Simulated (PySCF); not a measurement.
Do core-level shifts follow atomic charges?

Compound: methallyl cyanide, C5H7N.
Geometry (PBE0-D3(BJ)/def2-SVP, Å), atoms numbered from 1 in this order:
```
atom  x, y, z in Å
C1    -0.9281    1.4676    0.1548
C2    -0.3465    0.2847   -0.0611
C3    -1.0367   -1.0267    0.1471
C4     1.0846    0.2116   -0.5514
C5     1.9556   -0.5291    0.3581
N6     2.6265   -1.1324    1.0828
H7    -1.9657    1.5309    0.4926
H8    -0.3910    2.4076    0.0026
H9    -2.0786   -0.8889    0.4648
H10   -0.5146   -1.6232    0.9134
H11   -1.0310   -1.6274   -0.7779
H12    1.1243   -0.2947   -1.5325
H13    1.5012    1.2201   -0.6932
```

Binding energies: PySCF 2.14.0, delta-SCF UKS SCAN, pcX-2 on the ionised atom, pcseg-1 elsewhere, spin-free X2C. Charges: PBE0/pcSseg-1 ground-state density, for the ionised atom.

```
atom                      environment  C 1s (eV)  Mulliken (e)  IAO (e)  Hirshfeld (e)  ESP (e)
  C1             terminal =CH2 carbon     290.46        -0.070   -0.320         -0.104   -0.656
  C3                   allylic carbon     291.17        -0.158   -0.422         -0.114   -0.641
  C2  fully substituted alkene carbon     291.29        -0.440   +0.036         +0.020   +0.475
  C5                   nitrile carbon     292.31        +0.059   +0.136         +0.085   +0.484
  C4     sp3 carbon next to a nitrile     292.42        -0.124   -0.295         -0.038   -0.606
```

How well does each charge scheme correlate with the binding energies over these sites?

Hirshfeld: r = 0.65, slope 6.4 eV per e; IAO: r = 0.41, slope 1.4 eV per e; ESP: r = 0.33, slope 0.4 eV per e; Mulliken: r = 0.28, slope 1.3 eV per e. Hirshfeld charges have the highest r, on only 5 points.

The point-charge model writes a binding energy as kq + V + constant, with V the potential of the other atoms' charges at the site. What does it give with the IAO charges?

V = Σ 14.40 eV Å × q/r over all other atoms: +3.90 eV at C1, +5.56 eV at C3, -3.08 eV at C2, -3.57 eV at C5, +4.35 eV at C4. Fitting binding energy − V to q gives k = 19.2 eV per e and leaves an rms residual of 0.40 eV, against 0.67 eV for the fit on q alone. The model has no term for differences in relaxation between sites.

Geometry: PBE0-D3(BJ)/def2-SVP, one conformer, isolated molecule.
